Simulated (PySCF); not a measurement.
## Functional benchmark on one molecule

Molecule: `C1COCCO1`, C₄H₈O₂.

Atom-mapped SMILES (the numbers label the heavy atoms): `[CH2:1]1[CH2:2][O:3][CH2:4][CH2:5][O:6]1`. Each H is labelled by its parent atom.

Geometry PBE0-D3(BJ)/def2-SVP throughout; GIAO in PySCF 2.14, gas phase, one conformer, non-relativistic; equivalent atoms averaged; basis pcSseg-1.

Reference values (measured; solution, CD2Cl2, 298 K; Fulmer et al., Organometallics 2010, 29, 2176): δ(H(C1)/H(C2)/H(C4)/H(C5)) = 3.65 ppm, δ(C1/C2/C4/C5) = 67.5 ppm. Computed shifts are taken against TMS, calculated as an isolated molecule at each level.

How do the functionals HF, LDA, PBE, BLYP, BP86, OPBE, KT2, KT3, B97-D, B3LYP, PBE0, mPW1PW91, WP04, B97-2, BHandHLYP, CAM-B3LYP, wB97X-D, LC-wPBE perform against the reference? Times are CPU seconds on shared hosts with different chips, so compare them loosely; the GGAs took longer than the global hybrids here, which isn't the general rule, and the cause wasn't traced.

## Answers


```tsv
functional	kind	H(C1)/H(C2)/H(C4)/H(C5)	C1/C2/C4/C5	abs. error H	abs. error C	core-s
HF	Hartree–Fock	3.22	61.7	0.43	5.8	3.6
LDA	LDA	3.64	73.3	0.01	5.8	12
PBE	GGA	3.55	71.4	0.10	3.9	13
BLYP	GGA	3.56	73.1	0.09	5.6	14
BP86	GGA	3.56	71.5	0.09	4.0	13
OPBE	GGA	3.49	67.2	0.16	0.3	14
KT2	GGA	3.55	70.3	0.10	2.8	18
KT3	GGA	3.49	68.8	0.16	1.3	19
B97-D	GGA	3.55	70.3	0.10	2.8	20
B3LYP	global hybrid	3.47	70.6	0.18	3.1	12
PBE0	global hybrid	3.44	68.6	0.21	1.1	9.5
mPW1PW91	global hybrid	3.43	68.5	0.22	1.0	12
WP04	global hybrid	3.32	69.5	0.33	2.0	11
B97-2	global hybrid	3.44	67.9	0.21	0.4	11
BHandHLYP	global hybrid	3.37	67.2	0.28	0.3	11
CAM-B3LYP	range-separated hybrid	3.46	69.7	0.19	2.2	15
wB97X-D	range-separated hybrid	3.42	68.2	0.23	0.7	15
LC-wPBE	range-separated hybrid	3.40	67.0	0.25	0.5	22
```

For ¹H the closest is LDA (0.01 ppm) and the furthest HF (0.43 ppm).

For ¹³C the closest is OPBE (0.3 ppm, with BHandHLYP, B97-2, LC-wPBE practically level) and the furthest LDA (5.8 ppm). One molecule is a small sample, and vibrational and solvent effects are absent from the calculation.
